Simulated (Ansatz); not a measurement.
# AlHF (doublet): PBE, r2SCAN, PBE0, B3LYP, wB97M-V, B2PLYP, RPA-PBE over vertical spin and charge gaps, cc-pVTZ, part 2 of 2

Ansatz 0.2.0, Gaussian basis; cc-pVTZ, all electrons in the functionals, frozen cores in the correlation of double hybrids and RPA. Earlier steps stand in the parts before.

## (18) wB97M-V, charge 0, doublet

Contents of in.yaml:

```yaml
crystal:
  periodic: [false, false, false]
  atoms:
    - {symbol: Al, position_ang: [0.000000, -0.115297, 0.645226]}
    - {symbol: F, position_ang: [0.000000, 0.098231, -0.996846]}
    - {symbol: H, position_ang: [0.000000, 1.234843, 1.517246]}
basis:
  gaussian: {orbitals: cc-pVTZ}
magnetization: {spin_polarized: true, initial_magnetization: 1}
hamiltonian: {xc: {name: wB97M-V}}
output: {forces: true, orbitals: {seedname: orbitals}}
```

On the command line:

```console
$ ansatz run in.yaml --threads 1 --pin off --events-out ev --progress --plain --max-ram 4096MiB --backend cpu
```

Output:

```text
Functional definition: wB97M-V
  name "wB97M-V"
  cite "Mardirossian & Head-Gordon, J. Chem. Phys. 144, 214110 (2016) doi:10.1063/1.4952647"
  cite "Becke, J. Chem. Phys. 107, 8554 (1997) doi:10.1063/1.475007"
  cite "Vydrov & Van Voorhis, J. Chem. Phys. 133, 244103 (2010) doi:10.1063/1.3521275"
  # Of w^i u^j: cxij and so on, Table III.
  parameter omega = 0.3/bohr
  parameter cx = 0.15
  parameter cx01 = 1.007
  parameter cx10 = 0.259
  parameter css00 = 0.443
  parameter css04 = -1.437
  parameter css10 = -4.535
  parameter css20 = -3.390
  parameter css43 = 4.278
  parameter cos00 = 1.000
  parameter cos10 = 1.358
  parameter cos20 = 2.924
  parameter cos21 = -8.812
  parameter cos60 = -1.390
  parameter cos61 = 9.142
  parameter b = 6.0
  parameter c = 0.01
  gx(w, u) = 1 - cx + cx01*u + cx10*w
  gss(w, u) = css00 + css04*u^4 + css10*w + css20*w^2 + css43*w^4*u^3
  gos(w, u) = cos00 + cos10*w + (cos20 + cos21*u)*w^2 + (cos60 + cos61*u)*w^6
  exchange = spin_sum(e_x_unif_sr(omega)*gx(b97_w, b97_u_x)) + cx*exact_x_sr(omega) + exact_x_lr(omega)
  correlation = spin_sum(e_c_pw_mod_same_spin*gss(b97_w, b97_u_same))
      + integral(e_c_pw_mod_opposite_spin*gos(b97_w_opposite, b97_u_opposite)) + vv10(b, c)
479 factors; their error is unknown
111 factors; integrals over basis functions are off by at most 7.4e-5 eV
mean field evaluation 1: about -9328.1557 eV, gradient 2.7e1 eV
mean field evaluation 2: about -9327.0728 eV, gradient 3.7e1 eV
mean field evaluation 4: about -9330.5741 eV, gradient 4.2e-1 eV
mean field evaluation 8: about -9330.5848 eV, gradient 9.2e-2 eV
mean field evaluation 16: about -9330.5850 eV, gradient 3.6e-5 eV
mean field -9330.58497062 eV, -342.8926731725 hartree, gradient 3.6e-5 eV, S^2 0.752297; 0 other end points of the search recorded, 0 dependent functions left out
the calculation of the forces begins
reference -9330.58501069 eV, -342.8926746453 hartree; 12, 11 occupied and 66, 67 virtual orbitals, 479 factors
Total energy: -9330.58501069 eV, -342.8926746453 hartree
Atom 0 at     0.000000    -0.115297     0.645226 Å, force     0.000000    -0.062803     0.464483 eV/Å
Atom 1 at     0.000000     0.098231    -0.996846 Å, force     0.000000     0.067400    -0.450829 eV/Å
Atom 2 at     0.000000     1.234843     1.517246 Å, force    -0.000000    -0.004598    -0.013654 eV/Å
Dipole moment:    -0.000000    -0.139394     0.310873 e Å
```

Run time: 4.5 s. Hardware: 1 thread of AMD EPYC 7R13, shared host.

From the report: ⟨S²⟩ of the determinant 0.752 (pure doublet: 0.75).

## (19) wB97M-V, charge 0, quartet

Changes to in.yaml since step 18:

```diff
@@ -8,3 +8,3 @@
   gaussian: {orbitals: cc-pVTZ}
-magnetization: {spin_polarized: true, initial_magnetization: 1}
+magnetization: {spin_polarized: true, initial_magnetization: 3}
 hamiltonian: {xc: {name: wB97M-V}}
```

Launched as before.

Output:

```text
Functional definition: wB97M-V
  name "wB97M-V"
  cite "Mardirossian & Head-Gordon, J. Chem. Phys. 144, 214110 (2016) doi:10.1063/1.4952647"
  cite "Becke, J. Chem. Phys. 107, 8554 (1997) doi:10.1063/1.475007"
  cite "Vydrov & Van Voorhis, J. Chem. Phys. 133, 244103 (2010) doi:10.1063/1.3521275"
  # Of w^i u^j: cxij and so on, Table III.
  parameter omega = 0.3/bohr
  parameter cx = 0.15
  parameter cx01 = 1.007
  parameter cx10 = 0.259
  parameter css00 = 0.443
  parameter css04 = -1.437
  parameter css10 = -4.535
  parameter css20 = -3.390
  parameter css43 = 4.278
  parameter cos00 = 1.000
  parameter cos10 = 1.358
  parameter cos20 = 2.924
  parameter cos21 = -8.812
  parameter cos60 = -1.390
  parameter cos61 = 9.142
  parameter b = 6.0
  parameter c = 0.01
  gx(w, u) = 1 - cx + cx01*u + cx10*w
  gss(w, u) = css00 + css04*u^4 + css10*w + css20*w^2 + css43*w^4*u^3
  gos(w, u) = cos00 + cos10*w + (cos20 + cos21*u)*w^2 + (cos60 + cos61*u)*w^6
  exchange = spin_sum(e_x_unif_sr(omega)*gx(b97_w, b97_u_x)) + cx*exact_x_sr(omega) + exact_x_lr(omega)
  correlation = spin_sum(e_c_pw_mod_same_spin*gss(b97_w, b97_u_same))
      + integral(e_c_pw_mod_opposite_spin*gos(b97_w_opposite, b97_u_opposite)) + vv10(b, c)
479 factors; their error is unknown
111 factors; integrals over basis functions are off by at most 7.4e-5 eV
mean field evaluation 1: about -9322.6852 eV, gradient 1.8e1 eV
mean field evaluation 2: about -9322.2771 eV, gradient 2.4e1 eV
mean field evaluation 4: about -9324.1648 eV, gradient 1.6e0 eV
mean field evaluation 8: about -9324.2477 eV, gradient 1.5e-1 eV
mean field evaluation 16: about -9324.2537 eV, gradient 6.1e-4 eV
mean field -9324.25369758 eV, -342.6600031798 hartree, gradient 8.3e-5 eV, S^2 3.751597; 0 other end points of the search recorded, 0 dependent functions left out
the calculation of the forces begins
reference -9324.25373437 eV, -342.6600045321 hartree; 13, 10 occupied and 65, 68 virtual orbitals, 479 factors
Total energy: -9324.25373437 eV, -342.6600045321 hartree
Atom 0 at     0.000000    -0.115297     0.645226 Å, force    -0.000000    -3.841051    -0.602162 eV/Å
Atom 1 at     0.000000     0.098231    -0.996846 Å, force     0.000000     0.662722    -0.765725 eV/Å
Atom 2 at     0.000000     1.234843     1.517246 Å, force     0.000000     3.178329     1.367888 eV/Å
Dipole moment:     0.000000     0.276808     0.439097 e Å
```

It took 6 s on 1 thread of AMD EPYC 7R13, shared host.

From the report: ⟨S²⟩ of the determinant 3.752 (pure quartet: 3.75).

From charge 0, doublet: +6.331 eV.

## (20) wB97M-V, charge 1, singlet

Changes to in.yaml since step 19:

```diff
@@ -8,3 +8,3 @@
   gaussian: {orbitals: cc-pVTZ}
-magnetization: {spin_polarized: true, initial_magnetization: 3}
+total_charge: 1
 hamiltonian: {xc: {name: wB97M-V}}
```

The command is unchanged.

Output, cut to the lines that bear on the results:

```text
Functional definition: wB97M-V
  name "wB97M-V"
  cite "Mardirossian & Head-Gordon, J. Chem. Phys. 144, 214110 (2016) doi:10.1063/1.4952647"
  cite "Becke, J. Chem. Phys. 107, 8554 (1997) doi:10.1063/1.475007"
  cite "Vydrov & Van Voorhis, J. Chem. Phys. 133, 244103 (2010) doi:10.1063/1.3521275"
  # Of w^i u^j: cxij and so on, Table III.
[...]
  gx(w, u) = 1 - cx + cx01*u + cx10*w
[...]
reference -9322.21502426 eV, -342.5850833172 hartree; 11, 11 occupied and 67, 67 virtual orbitals, 479 factors
Total energy: -9322.21502426 eV, -342.5850833172 hartree
Atom 0 at     0.000000    -0.115297     0.645226 Å, force    -0.000000     2.081165    -1.528026 eV/Å
Atom 1 at     0.000000     0.098231    -0.996846 Å, force     0.000000    -0.989896     1.222210 eV/Å
Atom 2 at     0.000000     1.234843     1.517246 Å, force    -0.000000    -1.091269     0.305816 eV/Å
Dipole moment:     0.000000    -0.484558     1.131198 e Å
```

Wall time 2.3 s (1 thread of AMD EPYC 7R13, shared host).

From charge 0, doublet: +8.370 eV.

## (21) wB97M-V, charge 1, triplet

Changes to in.yaml since step 20:

```diff
@@ -9,3 +9,4 @@
 total_charge: 1
+magnetization: {spin_polarized: true, initial_magnetization: 2}
 hamiltonian: {xc: {name: wB97M-V}}
-output: {forces: true, orbitals: {seedname: orbitals}}
+output: {orbitals: {seedname: orbitals}}
```

Launched as before.

Output, cut to the lines that bear on the results:

```text
Functional definition: wB97M-V
  name "wB97M-V"
  cite "Mardirossian & Head-Gordon, J. Chem. Phys. 144, 214110 (2016) doi:10.1063/1.4952647"
  cite "Becke, J. Chem. Phys. 107, 8554 (1997) doi:10.1063/1.475007"
  cite "Vydrov & Van Voorhis, J. Chem. Phys. 133, 244103 (2010) doi:10.1063/1.3521275"
  # Of w^i u^j: cxij and so on, Table III.
[...]
  gx(w, u) = 1 - cx + cx01*u + cx10*w
[...]
      + integral(e_c_pw_mod_opposite_spin*gos(b97_w_opposite, b97_u_opposite)) + vv10(b, c)
479 factors; their error is unknown
111 factors; integrals over basis functions are off by at most 7.4e-5 eV
[...]
mean field -9318.02852858 eV, -342.4312324387 hartree, gradient 2.8e-5 eV, S^2 2.005249; 2 other end points of the search recorded, 0 dependent functions left out
reference -9318.02856902 eV, -342.4312339247 hartree; 12, 10 occupied and 66, 68 virtual orbitals, 479 factors
Total energy: -9318.02856902 eV, -342.4312339247 hartree
```

It took 4.8 s on 1 thread of AMD EPYC 7R13, shared host.

From the report: ⟨S²⟩ of the determinant 2.005 (pure triplet: 2.00).

From charge 0, doublet: +12.556 eV.

## (22) B2PLYP, charge 0, doublet

Contents of in.yaml:

```yaml
crystal:
  periodic: [false, false, false]
  atoms:
    - {symbol: Al, position_ang: [0.000000, -0.115297, 0.645226]}
    - {symbol: F, position_ang: [0.000000, 0.098231, -0.996846]}
    - {symbol: H, position_ang: [0.000000, 1.234843, 1.517246]}
basis:
  gaussian: {orbitals: cc-pVTZ}
magnetization: {spin_polarized: true, initial_magnetization: 1}
hamiltonian: {xc: {name: B2PLYP}}
correlation: {electrons: outside_noble_gas}
```

Launched as before.

Output, cut to the lines that bear on the results:

```text
Functional definition: B2PLYP
  name "B2PLYP"
  cite "Grimme, J. Chem. Phys. 124, 034108 (2006) doi:10.1063/1.2148954"
  cite "Becke, Phys. Rev. A 38, 3098 (1988) doi:10.1103/PhysRevA.38.3098"
  cite "Lee, Yang & Parr, Phys. Rev. B 37, 785 (1988) doi:10.1103/PhysRevB.37.785"
[...]
481 factors; integrals over basis functions are off by at most 9.6e-4 eV
[...]
mean field -9324.55047956 eV, -342.6709097163 hartree, gradient 1.5e-6 eV, S^2 0.755537; 0 other end points of the search recorded, 0 dependent functions left out
6 core orbitals not correlated: weight in the atoms' cores, before any rotation towards them, 1.000 or more for the frozen orbitals, at most 0.000 for the correlated occupied ones
reference -9324.55060453 eV, -342.6709143089 hartree; 6, 5 occupied and 66, 67 virtual orbitals, 481 factors
second order -10.21291075 eV of doubles, -0.00000000 eV of singles
Total energy: -9327.30809043 eV, -342.7722500467 hartree
```

Run time: 1.7 s. Hardware: 1 thread of AMD EPYC 7R13, shared host.

From the report: ⟨S²⟩ of the determinant 0.756 (pure doublet: 0.75).

## (23) B2PLYP, charge 0, quartet

Changes to in.yaml since step 22:

```diff
@@ -8,3 +8,3 @@
   gaussian: {orbitals: cc-pVTZ}
-magnetization: {spin_polarized: true, initial_magnetization: 1}
+magnetization: {spin_polarized: true, initial_magnetization: 3}
 hamiltonian: {xc: {name: B2PLYP}}
```

The command is unchanged.

Output, cut to the lines that bear on the results:

```text
Functional definition: B2PLYP
  name "B2PLYP"
  cite "Grimme, J. Chem. Phys. 124, 034108 (2006) doi:10.1063/1.2148954"
  cite "Becke, Phys. Rev. A 38, 3098 (1988) doi:10.1103/PhysRevA.38.3098"
  cite "Lee, Yang & Parr, Phys. Rev. B 37, 785 (1988) doi:10.1103/PhysRevB.37.785"
[...]
481 factors; integrals over basis functions are off by at most 9.6e-4 eV
[...]
mean field -9318.67355258 eV, -342.4549366333 hartree, gradient 6.6e-6 eV, S^2 3.751788; 0 other end points of the search recorded, 0 dependent functions left out
6 core orbitals not correlated: weight in the atoms' cores, before any rotation towards them, 1.000 or more for the frozen orbitals, at most 0.000 for the correlated occupied ones
reference -9318.67368439 eV, -342.4549414773 hartree; 7, 4 occupied and 65, 68 virtual orbitals, 481 factors
second order -9.48347762 eV of doubles, -0.00000000 eV of singles
Total energy: -9321.23422335 eV, -342.5490395485 hartree
```

It took 3 s on 1 thread of AMD EPYC 7R13, shared host.

From the report: ⟨S²⟩ of the determinant 3.752 (pure quartet: 3.75).

From charge 0, doublet: +6.074 eV.

## (24) B2PLYP, charge 1, singlet

Changes to in.yaml since step 23:

```diff
@@ -8,3 +8,3 @@
   gaussian: {orbitals: cc-pVTZ}
-magnetization: {spin_polarized: true, initial_magnetization: 3}
+total_charge: 1
 hamiltonian: {xc: {name: B2PLYP}}
```

Launched as before.

Output, cut to the lines that bear on the results:

```text
Functional definition: B2PLYP
  name "B2PLYP"
  cite "Grimme, J. Chem. Phys. 124, 034108 (2006) doi:10.1063/1.2148954"
  cite "Becke, Phys. Rev. A 38, 3098 (1988) doi:10.1103/PhysRevA.38.3098"
  cite "Lee, Yang & Parr, Phys. Rev. B 37, 785 (1988) doi:10.1103/PhysRevB.37.785"
[...]
481 factors; integrals over basis functions are off by at most 9.6e-4 eV
[...]
mean field -9316.02039406 eV, -342.3574348564 hartree, gradient 6.8e-6 eV, S^2 0.000000; 0 other end points of the search recorded, 0 dependent functions left out
6 core orbitals not correlated: weight in the atoms' cores, before any rotation towards them, 1.000 or more for the frozen orbitals, at most 0.000 for the correlated occupied ones
reference -9316.02051859 eV, -342.3574394328 hartree; 5, 5 occupied and 67, 67 virtual orbitals, 481 factors
second order -10.34954242 eV of doubles, -0.00000000 eV of singles
Total energy: -9318.81489505 eV, -342.4601308734 hartree
```

It took 1.5 s on 1 thread of AMD EPYC 7R13, shared host.

From charge 0, doublet: +8.493 eV.

## (25) B2PLYP, charge 1, triplet

Changes to in.yaml since step 24:

```diff
@@ -9,2 +9,3 @@
 total_charge: 1
+magnetization: {spin_polarized: true, initial_magnetization: 2}
 hamiltonian: {xc: {name: B2PLYP}}
```

Same command.

Output, cut to the lines that bear on the results:

```text
Functional definition: B2PLYP
  name "B2PLYP"
  cite "Grimme, J. Chem. Phys. 124, 034108 (2006) doi:10.1063/1.2148954"
  cite "Becke, Phys. Rev. A 38, 3098 (1988) doi:10.1103/PhysRevA.38.3098"
  cite "Lee, Yang & Parr, Phys. Rev. B 37, 785 (1988) doi:10.1103/PhysRevB.37.785"
[...]
481 factors; integrals over basis functions are off by at most 9.6e-4 eV
[...]
mean field -9312.33130320 eV, -342.2218632677 hartree, gradient 6.4e-6 eV, S^2 2.005532; 0 other end points of the search recorded, 0 dependent functions left out
6 core orbitals not correlated: weight in the atoms' cores, before any rotation towards them, 1.000 or more for the frozen orbitals, at most 0.000 for the correlated occupied ones
reference -9312.33142198 eV, -342.2218676328 hartree; 6, 4 occupied and 66, 68 virtual orbitals, 481 factors
second order -9.54048335 eV of doubles, -0.00000000 eV of singles
Total energy: -9314.90735249 eV, -342.3165313329 hartree
```

Wall time 2.3 s (1 thread of AMD EPYC 7R13, shared host).

From the report: ⟨S²⟩ of the determinant 2.006 (pure triplet: 2.00).

From charge 0, doublet: +12.401 eV.

## (26) RPA-PBE, charge 0, doublet

Contents of in.yaml:

```yaml
crystal:
  periodic: [false, false, false]
  atoms:
    - {symbol: Al, position_ang: [0.000000, -0.115297, 0.645226]}
    - {symbol: F, position_ang: [0.000000, 0.098231, -0.996846]}
    - {symbol: H, position_ang: [0.000000, 1.234843, 1.517246]}
basis:
  gaussian: {orbitals: cc-pVTZ}
magnetization: {spin_polarized: true, initial_magnetization: 1}
hamiltonian: {xc: {name: PBE}}
correlation: {method: rpa, electrons: outside_noble_gas}
```

Launched as before.

Output, cut to the lines that bear on the results:

```text
Functional definition: PBE
  name "PBE"
  cite "Perdew, Burke & Ernzerhof, Phys. Rev. Lett. 77, 3865 (1996) doi:10.1103/PhysRevLett.77.3865"
  parent pbe
[...]
481 factors; integrals over basis functions are off by at most 9.6e-4 eV
[...]
mean field -9325.44205444 eV, -342.7036744891 hartree, gradient 9.5e-6 eV, S^2 0.752277; 0 other end points of the search recorded, 0 dependent functions left out
6 core orbitals not correlated: weight in the atoms' cores, before any rotation towards them, 1.000 or more for the frozen orbitals, at most 0.000 for the correlated occupied ones
reference -9306.19301064 eV, -341.9962851769 hartree; 6, 5 occupied and 66, 67 virtual orbitals, 481 factors
Total energy: -9320.15787705 eV, -342.5094845516 hartree
```

Run time: 1.5 s. Hardware: 1 thread of AMD EPYC 7R13, shared host.

From the report: ⟨S²⟩ of the determinant 0.752 (pure doublet: 0.75).

## (27) RPA-PBE, charge 0, quartet

Changes to in.yaml since step 26:

```diff
@@ -8,3 +8,3 @@
   gaussian: {orbitals: cc-pVTZ}
-magnetization: {spin_polarized: true, initial_magnetization: 1}
+magnetization: {spin_polarized: true, initial_magnetization: 3}
 hamiltonian: {xc: {name: PBE}}
```

Launched as before.

Output, cut to the lines that bear on the results:

```text
Functional definition: PBE
  name "PBE"
  cite "Perdew, Burke & Ernzerhof, Phys. Rev. Lett. 77, 3865 (1996) doi:10.1103/PhysRevLett.77.3865"
  parent pbe
[...]
481 factors; integrals over basis functions are off by at most 9.6e-4 eV
[...]
mean field -9319.68511752 eV, -342.4921109593 hartree, gradient 4.2e-6 eV, S^2 3.751600; 4 other end points of the search recorded, 0 dependent functions left out
6 core orbitals not correlated: weight in the atoms' cores, before any rotation towards them, 1.000 or more for the frozen orbitals, at most 0.000 for the correlated occupied ones
reference -9300.71056167 eV, -341.7948088933 hartree; 7, 4 occupied and 65, 68 virtual orbitals, 481 factors
Total energy: -9314.26181839 eV, -342.2928083924 hartree
```

It took 4.3 s on 1 thread of AMD EPYC 7R13, shared host.

From the report: ⟨S²⟩ of the determinant 3.752 (pure quartet: 3.75).

From charge 0, doublet: +5.896 eV.

## (28) RPA-PBE, charge 1, singlet

Changes to in.yaml since step 27:

```diff
@@ -8,3 +8,3 @@
   gaussian: {orbitals: cc-pVTZ}
-magnetization: {spin_polarized: true, initial_magnetization: 3}
+total_charge: 1
 hamiltonian: {xc: {name: PBE}}
```

Same command.

Output, cut to the lines that bear on the results:

```text
Functional definition: PBE
  name "PBE"
  cite "Perdew, Burke & Ernzerhof, Phys. Rev. Lett. 77, 3865 (1996) doi:10.1103/PhysRevLett.77.3865"
  parent pbe
[...]
481 factors; integrals over basis functions are off by at most 9.6e-4 eV
[...]
mean field -9316.96086325 eV, -342.3919964615 hartree, gradient 3.0e-6 eV, S^2 0.000000; 0 other end points of the search recorded, 0 dependent functions left out
6 core orbitals not correlated: weight in the atoms' cores, before any rotation towards them, 1.000 or more for the frozen orbitals, at most 0.000 for the correlated occupied ones
reference -9297.71962188 eV, -341.6848938835 hartree; 5, 5 occupied and 67, 67 virtual orbitals, 481 factors
Total energy: -9311.38144128 eV, -342.1869564862 hartree
```

Run time: 1.7 s. Hardware: 1 thread of AMD EPYC 7R13, shared host.

From charge 0, doublet: +8.776 eV.

## (29) RPA-PBE, charge 1, triplet

Changes to in.yaml since step 28:

```diff
@@ -9,2 +9,3 @@
 total_charge: 1
+magnetization: {spin_polarized: true, initial_magnetization: 2}
 hamiltonian: {xc: {name: PBE}}
```

Same command.

Output, cut to the lines that bear on the results:

```text
Functional definition: PBE
  name "PBE"
  cite "Perdew, Burke & Ernzerhof, Phys. Rev. Lett. 77, 3865 (1996) doi:10.1103/PhysRevLett.77.3865"
  parent pbe
[...]
481 factors; integrals over basis functions are off by at most 9.6e-4 eV
[...]
mean field -9313.24058931 eV, -342.2552789158 hartree, gradient 3.5e-6 eV, S^2 2.003620; 6 other end points of the search recorded, 0 dependent functions left out
6 core orbitals not correlated: weight in the atoms' cores, before any rotation towards them, 1.000 or more for the frozen orbitals, at most 0.000 for the correlated occupied ones
reference -9294.24759439 eV, -341.5572992264 hartree; 6, 4 occupied and 66, 68 virtual orbitals, 481 factors
Total energy: -9307.68872050 eV, -342.0512515002 hartree
```

It took 4.7 s on 1 thread of AMD EPYC 7R13, shared host.

From the report: ⟨S²⟩ of the determinant 2.004 (pure triplet: 2.00).

From charge 0, doublet: +12.469 eV.

## (30) The comparison

The yardstick is UCCSDT(Q), where the cluster series has nearly closed. It and the other wave-function rows come from earlier runs at the same points. Energies in eV, counted from charge 0, doublet; blanks weren't run or aren't comparable.

```tsv
level	doublet to quartet	ionisation to the singlet cation	ionisation to the triplet cation
UCCSDT(Q)	5.908	8.443	12.414
PBE	5.757	8.481	12.201
r2SCAN	5.678	8.644	12.236
PBE0	5.809	8.617	12.379
B3LYP	6.102	8.631	12.493
wB97M-V	6.331	8.370	12.556
B2PLYP	6.074	8.493	12.401
RPA-PBE	5.896	8.776	12.469
RHF	5.058	8.398	11.448
UHF	5.086	8.435	11.470
RMP2	5.757	8.398	12.202
UMP2	5.763	8.410	12.202
RCCSD	5.909	8.453	12.440
RCCSD(T)	5.911	8.441	12.422
UCCSD(T)	5.910	8.442	12.421
RCCSDT(Q)	5.910	8.440	12.421
```

Largest miss and mean time a point (UCCSDT(Q) took 29 s a point; shared hosts):

```tsv
level	largest miss (eV)	where	time a point
PBE	-0.213	ionisation to the triplet cation	1.9 s
r2SCAN	-0.230	doublet to quartet	4.7 s
PBE0	+0.174	ionisation to the singlet cation	1.2 s
B3LYP	+0.195	doublet to quartet	1.1 s
wB97M-V	+0.424	doublet to quartet	4.4 s
B2PLYP	+0.166	doublet to quartet	2.1 s
RPA-PBE	+0.333	ionisation to the singlet cation	3 s
RHF	-0.966	ionisation to the triplet cation	
UHF	-0.945	ionisation to the triplet cation	
RMP2	-0.212	ionisation to the triplet cation	
UMP2	-0.212	ionisation to the triplet cation	
RCCSD	+0.026	ionisation to the triplet cation	
RCCSD(T)	+0.008	ionisation to the triplet cation	16 s
UCCSD(T)	+0.007	ionisation to the triplet cation	18 s
RCCSDT(Q)	+0.007	ionisation to the triplet cation	28 s
```

## (31) Outcome

What follows sums up all 2 parts.

| quantity | value |
| --- | --- |
| doublet to quartet, UCCSDT(Q) | 5.908 eV |
| ionisation to the singlet cation, UCCSDT(Q) | 8.443 eV |
| ionisation to the triplet cation, UCCSDT(Q) | 12.414 eV |
| largest miss, PBE | -0.213 eV (ionisation to the triplet cation) |
| largest miss, r2SCAN | -0.230 eV (doublet to quartet) |
| largest miss, PBE0 | +0.174 eV (ionisation to the singlet cation) |
| largest miss, B3LYP | +0.195 eV (doublet to quartet) |
| largest miss, wB97M-V | +0.424 eV (doublet to quartet) |
| largest miss, B2PLYP | +0.166 eV (doublet to quartet) |
| largest miss, RPA-PBE | +0.333 eV (ionisation to the singlet cation) |
| largest miss, RCCSD(T) | +0.008 eV (ionisation to the triplet cation) |
| largest miss, UCCSD(T) | +0.007 eV (ionisation to the triplet cation) |

In words: Of the functionals, B2PLYP keep the smallest largest miss at the points compared (at most 0.166 eV) and wB97M-V strays most (0.424 eV, at doublet to quartet). Functionals and the yardstick converge differently with the basis, so part of each miss in cc-pVTZ is the basis.
